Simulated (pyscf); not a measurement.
Four-centre exchange: `[OH][Si][OH]` [singlet] + `[OH2]` → `[OH][Si][OH]` [singlet] + `[OH2]`

Gas phase, singlet surface, charge 0. Bonds broken: O1–H4, O6–H7. Bonds formed: O1–H7, H4–O6. Optimised with ωB97X-D3(BJ)/def2-SVP in PySCF. Correlated levels are frozen-core, on RHF or UHF. ΔMP2 is the change of the MP2 total energy from the triple- to the quadruple-zeta basis.

Transition state (Å):

```xyz
8

O     -0.1488     0.2077     0.2538
Si     0.1909     1.0749    -1.1024
O      1.0459    -0.0230    -2.0448
H     -0.7074     0.2719     1.5452
H      1.1865    -0.8897    -1.6401
O     -0.6948    -0.6297     2.1975
H     -0.2082    -0.8072     1.2072
H     -1.5816    -1.0175     2.1434
```

One imaginary mode, 1751i cm⁻¹; descent along it reached the two sides named, in the forms told below.

```json
[
 {"bond": "O1–H4", "change": "breaks", "reactant side (Å)": "0.978", "saddle": "1.408", "product side": "3.5"},
 {"bond": "O6–H7", "change": "breaks", "reactant side (Å)": "0.965", "saddle": "1.118", "product side": "1.965"},
 {"bond": "O1–H7", "change": "forms", "reactant side (Å)": "3.3", "saddle": "1.394", "product side": "0.972"},
 {"bond": "H4–O6", "change": "forms", "reactant side (Å)": "1.800", "saddle": "1.113", "product side": "0.966"}
]
```

Electronic energies relative to the separated reactants (kcal/mol):

```csv
level,barrier,reaction energy,reverse barrier
ωB97X-D3(BJ)/def2-TZVP,38.9,0.0,38.9
PBE/def2-TZVP,31.0,0.0,31.0
r²SCAN/def2-TZVP,34.1,0.0,34.1
B3LYP-D3(BJ)/def2-TZVP,36.6,0.0,36.6
PBE0-D3(BJ)/def2-TZVP,35.2,0.0,35.2
M06-2X/def2-TZVP,37.5,0.0,37.5
ωB97M-D3(BJ)/def2-TZVP,38.0,0.0,38.0
HF/def2-TZVP,56.5,0.0,56.5
MP2/def2-QZVPP,38.1,0.0,38.1
CCSD/def2-TZVPP,43.6,0.0,43.6
CCSD(T)/def2-TZVPP,40.5,0.0,40.5
CCSD(T)/def2-TZVPP + ΔMP2(QZVPP),40.7,0.0,40.7
```

With CCSD(T)/def2-TZVPP + ΔMP2(QZVPP) energies and thermal terms (ideal gas, 1 atm, RRHO with modes under 100 cm⁻¹ raised to 100, one conformer, R ln 2 for chiral ones without a mode under 150 cm⁻¹), in kcal/mol:

| T (K) | ΔH‡ | ΔG‡ | ΔH | ΔG |
|---|---|---|---|---|
| 298 | 39.0 | 48.7 | 0.0 | 0.0 |
| 600 | 38.8 | 58.6 | 0.0 | 0.0 |
| 900 | 39.3 | 68.4 | 0.0 | 0.0 |
| 1200 | 40.0 | 78.0 | 0.0 | 0.0 |

On the reactant side the descent ends in a complex, 7.0 kcal/mol under the separated species and 45.9 kcal/mol under the saddle at ωB97X-D3(BJ)/def2-TZVP. On the product side the descent ends in a complex, 7.3 kcal/mol under the separated species and 46.3 kcal/mol under the saddle at ωB97X-D3(BJ)/def2-TZVP. The same reactants have a lower exit, to HO–SiH(OH)–OH (barrier +23.4 kcal/mol at ωB97M-D3(BJ), against +38.0 kcal/mol here). This is the saddle that the search found; another between the same sides may lie lower. The CCSD(T) − MP2 part came from Ansatz, without density fitting, on the same reference.
